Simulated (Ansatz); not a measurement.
bcc W, treated with PBEsol (PAW; Ansatz, a program for electronic structure).

Numerical settings: plane-wave cutoff 520 eV, 28×28×28 k mesh, Fermi–Dirac smearing 0.091 eV (set by the program), no spin polarisation, scalar-relativistic PAW data made under PBE.

Computed at the level's own relaxed cell.

```
CELL_PARAMETERS angstrom
     -1.57703     1.57703     1.57703
      1.57703    -1.57703     1.57703
      1.57703     1.57703    -1.57703
ATOMIC_POSITIONS crystal
  W  0.00000 0.00000 0.00000
```

Question: Give the elastic tensor (Voigt notation, GPa, ions relaxed, in the Cartesian axes of the cell as printed).

Answer: 
```
  550.0   210.2   210.2     0.0     0.0     0.0
  210.2   550.0   210.2     0.0     0.0     0.0
  210.2   210.2   550.0     0.0     0.0     0.0
    0.0     0.0     0.0   148.2     0.0     0.0
    0.0     0.0     0.0     0.0   148.2     0.0
    0.0     0.0     0.0     0.0     0.0   148.2
```

Measured, for comparison: elastic constant C11 533 GPa, elastic constant C12 205 GPa, elastic constant C44 163 GPa (0 K, extrapolated to 0 K; zero-point effects included; as tabulated in Wang et al. (2022), arXiv:2209.12322). Computed (rounded) less measured: elastic constant C11 +3 %, elastic constant C12 +2 %, elastic constant C44 -9 %.

Note: shear constants of such metals converge slowly with the k mesh.

Spin–orbit coupling is not included.

The computed numbers hold no vibrational or temperature effects.
